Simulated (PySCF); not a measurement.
OSi, charge +1, multiplicity 2. Atoms are numbered in the order given.

```xyz
2

Si     0.0000     0.0000    -0.5537
O      0.0000     0.0000     0.9690
```
Charge +1, spin multiplicity 2.

Geometry: B3LYP-D3(BJ)/def2-TZVPD. The multiplicity is an assumed one; other spin states were not compared.

All values below come from M06-2X/def2-TZVPD (PySCF).

Isolated molecule, no solvent.

| Item | Result |
|---|---|
| total energy | -364.29507 hartree |
| point group | C∞v |
| α spin, highest occupied and lowest empty level | -19.50 and -8.90 eV |
| β spin, highest occupied and lowest empty level | -19.20 and -13.02 eV |
| dipole moment about the centre of nuclear charge | 4.67 D |
| mean static polarisability | 36.2 bohr³ (5.36 Å³) |
| polarisability, principal values | 32.7, 32.7, 43.1 bohr³ |
| ⟨S²⟩ | 0.764 (pure state 0.75) |
